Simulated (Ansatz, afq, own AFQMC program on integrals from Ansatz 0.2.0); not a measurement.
Two steps: Ansatz 0.2.0 writes the Fock matrix and Cholesky factors of the valence space, and afq projects on them the lowest state that overlaps trial and start.

```yaml
crystal:
  periodic: [false, false, false]
  atoms:
    - {symbol: W, position_ang: [0.000000, 0.000000, 0.361868]}
    - {symbol: Si, position_ang: [0.000000, 0.000000, -2.153135]}
    - {symbol: H, position_ang: [0.000000, -1.223003, -3.003086]}
    - {symbol: H, position_ang: [0.000000, 1.223003, -3.003086]}
basis:
  gaussian: {orbitals: def2-SVP}
magnetization: {spin_polarized: true, initial_magnetization: 6}
correlation: {method: ccsd_t, electrons: outside_noble_gas, hamiltonian_folder: ham}
```

```sh
$ ansatz run in.yaml --threads 1 --pin off --events-out ev --progress --plain --max-ram 15360MiB --backend cuda --devices 0, --max-vram 18GiB
```

Options of the walk:

```
--method phaseless --trial cisd --walkers 4000 --populations 20 --least-time 60 --time-step 0.005 --steps-per-block 50 --equilibration-blocks 40 --max-blocks 4000 --target-error 0.00021 --factor-cut 1e-05 --start spin_pure --seed 6795 --release-times 0.24,0.6,1.2,2,3,4.2 --release-step 0.04 --release-every 3 --taylor-order 6
```

Times are imaginary, in 1/Eh. The walk had a cap of 235 s. With eight or more populations the least sampling time is a fifth of least-time, and the error comes from their spread. Core potentials past Kr, no spin–orbit coupling.

Log:

```
orbitals 51  electrons 9 3  factors 414 of 587
reference energy -356.30484931 Eh
CCSD correlation -0.18969388 Eh in 15 cycles, weight of the determinant in the CISD state 0.8770
energy of the start -356.494065 Eh
 block  time / (1/Eh)  mean weight  energy / Eh
     1     0.250  1.0000  -356.491643
     2     0.500  1.0001  -356.492572
     3     0.750  0.9998  -356.494224
     4     1.000  1.0000  -356.495611
     5     1.250  1.0001  -356.496878
     7     1.750  0.9999  -356.498337
     9     2.250  0.9998  -356.499339
    11     2.750  1.0000  -356.500218
    15     3.750  1.0000  -356.500930
    19     4.750  1.0002  -356.501442
    23     5.750  0.9998  -356.500819
    27     6.750  1.0000  -356.501589
    31     7.750  0.9999  -356.501292
    35     8.750  1.0001  -356.501243
    39     9.750  0.9998  -356.500964
    43    10.750  0.9998  -356.501032
    47    11.750  1.0001  -356.501011
    51    12.750  0.9999  -356.501052
    55    13.750  0.9998  -356.501488
    59    14.750  1.0000  -356.501068
    63    15.750  1.0001  -356.501109
    67    16.750  1.0002  -356.500841
    71    17.750  1.0002  -356.500643
    73    18.250  0.9999  -356.500410
    75    18.750  0.9999  -356.500417
    79    19.750  0.9999  -356.500635
    83    20.750  1.0000  -356.501074
    87    21.750  1.0001  -356.500641
    89    22.250  0.9997  -356.500862
error from the spread of 20 populations
released: time / (1/Eh)  energy / Eh  error  mean overlap
  0.24  -356.501140  0.000112  0.9990
  0.60  -356.501369  0.000082  0.9966
  1.20  -356.501582  0.000082  0.9929
  2.00  -356.501701  0.000126  0.9888
  3.00  -356.501724  0.000120  0.9877
  4.20  -356.501602  0.000191  0.9935
energy -356.500973 +/- 0.000099 Eh
(rows thinned)
```

The run passed its tests (sampling time, drift between the halves within three errors, error under three times the target), which doesn't prove that it has relaxed. The second half of the sampling lies above the first by 1.6 errors of their difference, so the energy may still be moving and its error bar be too small.

Against this walk (error 2.7 meV) on the same determinant: CCSD(T) 18.8 meV higher, CCSDT(Q) 24.7 meV lower. The error is statistical and leaves out the bias of the constraint. Released to 4.20 1/Eh the energy lies 17 ± 6 meV (both errors) below the phaseless value, which shows part or all of the bias of the constraint, and CCSDT(Q) lies 7.5 meV below the released value. CCSDT(Q) is the surest value here, so the walk's 25 meV above it is most likely the bias of the constraint with this trial, which can have either sign.

Cautions: constraint bias not in the error; no spin-orbit coupling; outer-core shells of the metal frozen; lower spins were not checked; higher spins were not checked.

The walk took 79 s on 1 × NVIDIA H100 80GB HBM3 with 2 threads of AMD EPYC 7R13 Processor (Zen 3) (shared host) (the card was shared). The log's last line is the phaseless energy.

CCSDT and higher add their correlation energy to the determinant of the CCSD(T) run, since their own runs factorise the integrals more tightly (a shift of under 2 meV). A walk keeps the symmetry of its determinant, which the program's search chose and which needn't be the lowest solution, so a lower state of the same spin and another symmetry isn't excluded.
